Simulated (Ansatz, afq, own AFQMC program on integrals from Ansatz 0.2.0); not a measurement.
Two steps: Ansatz 0.2.0 writes the Fock matrix and Cholesky factors of the valence space, and afq projects on them the lowest state that overlaps trial and start.

```yaml
crystal:
  periodic: [false, false, false]
  atoms:
    - {symbol: Al, position_ang: [0.000000, 0.000000, 0.000000]}
    - {symbol: Cl, position_ang: [0.000000, 0.000000, 2.303900]}
basis:
  gaussian: {orbitals: aug-cc-pVDZ}
total_charge: -1
magnetization: {spin_polarized: true, initial_magnetization: 1}
correlation: {method: ccsd_t, electrons: outside_noble_gas, hamiltonian_folder: ham}
```

```sh
$ ansatz run in.yaml --threads 1 --pin off --events-out ev --progress --plain --max-ram 1843MiB
```

afq runs on the folder ham with

```
--method free --trial cisd --walkers 60 --time-step 0.03 --max-blocks 80 --target-error 0.0004 --factor-cut 1e-05 --seed 7143 --times 0,0.21,0.42,0.81,1.2,1.8,2.4,3 --taylor-order 8
```

Times are imaginary, in 1/Eh. The walk had a cap of 2099 s.

afq prints:

```
orbitals 44  electrons 6 5  factors 313 of 539
reference energy -701.48547838 Eh
CCSD correlation -0.22376589 Eh in 12 cycles, weight of the determinant in the CISD state 0.8623
repeat  energy at the last time / Eh  error
    10  -701.716278  0.000756
    20  -701.718233  0.001066
    30  -701.717829  0.000774
    40  -701.717142  0.000725
    50  -701.717223  0.000587
    60  -701.716736  0.000512
    70  -701.717278  0.000493
    80  -701.717282  0.000453
time / (1/Eh)  energy / Eh  error  mean overlap
  0.00  -701.709219  0.000237  1.1605
  0.21  -701.712361  0.000237  1.1589
  0.42  -701.714083  0.000234  1.1622
  0.81  -701.715387  0.000255  1.1678
  1.20  -701.716174  0.000270  1.1740
  1.80  -701.716502  0.000262  1.1889
  2.40  -701.717304  0.000389  1.1734
  3.00  -701.717282  0.000453  1.1886
energy -701.717282 +/- 0.000453 Eh
```

The run passed its tests (error under three times the target), which doesn't prove that it has relaxed.

Against this walk (error 12.3 meV) on the same determinant: CCSD(T) 31.3 meV higher, CCSDT(Q) 6.8 meV lower (within the noise). The error is statistical, and a free projection of finite length keeps a remainder of its start.

Cautions: remainder of the start not in the error; error above the target (12.3 against 10.9 meV).

The walk took 7 min on 1 thread of Arm Neoverse V1, on a shared host. The log's last line is the free-projection energy.

CCSDT and higher add their correlation energy to the determinant of the CCSD(T) run, since their own runs factorise the integrals more tightly (a shift of under 2 meV). A walk keeps the symmetry of its determinant, which the program's search chose and which needn't be the lowest solution, so a lower state of the same spin and another symmetry isn't excluded.
